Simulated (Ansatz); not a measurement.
BNH$_{4}$O, singlet: at a first-order saddle point.

The input file, in.yaml:

```yaml
crystal:
  periodic: [false, false, false]
  atoms:
    - {symbol: B, position_ang: [-0.829374, -0.005679, -0.149445]}
    - {symbol: N, position_ang: [0.686447, -0.154013, 0.254041]}
    - {symbol: O, position_ang: [-0.768404, 1.002173, -0.965823]}
    - {symbol: H, position_ang: [0.482042, 0.777598, -0.549032]}
    - {symbol: H, position_ang: [-1.708487, -0.703679, 0.260438]}
    - {symbol: H, position_ang: [1.186500, -0.978232, -0.058305]}
    - {symbol: H, position_ang: [0.951176, 0.061831, 1.208127]}
basis:
  gaussian: {orbitals: def2-TZVPP}
hamiltonian: {xc: lda}
```

Launched with

```bash
ansatz run in.yaml --threads 2 --pin off --events-out ev --progress --plain --max-ram 4352MiB
```

What Ansatz 0.2.0 printed:

```
Functional definition: SPW92
  name "SPW92"
  cite "Dirac, Proc. Camb. Phil. Soc. 26, 376 (1930) doi:10.1017/S0305004100016108"
  cite "Slater, Phys. Rev. 81, 385 (1951) doi:10.1103/PhysRev.81.385"
  cite "Perdew & Wang, Phys. Rev. B 45, 13244 (1992) doi:10.1103/PhysRevB.45.13244"
  exchange = slater_x
  correlation = pw_c
711 factors; their error is unknown
mean field evaluation 1: about -4234.3486 eV, gradient 8.1e1 eV
mean field evaluation 2: about -4167.2291 eV, gradient 1.8e2 eV
mean field evaluation 4: about -4245.4603 eV, gradient 1.7e1 eV
mean field evaluation 8: about -4245.9626 eV, gradient 8.0e-2 eV
mean field evaluation 16: about -4245.9549 eV, gradient 1.1e-5 eV
mean field -4245.95494516 eV, -156.0359662231 hartree, gradient 1.1e-5 eV, S^2 0.000000; 0 other end points of the search recorded, 0 dependent functions left out
reference -4245.95497924 eV, -156.0359674755 hartree; 12, 12 occupied and 137, 137 virtual orbitals, 711 factors
Total energy: -4245.95497924 eV, -156.0359674755 hartree
```

The lines “mean field evaluation” count trial sets of orbitals through the whole run, from several starts and some on an approximate energy, so they need not fall steadily or lie above the final value.

Hardware: 2 CPU threads of an Arm Neoverse V2, shared host. Wall time about 0.6 s.
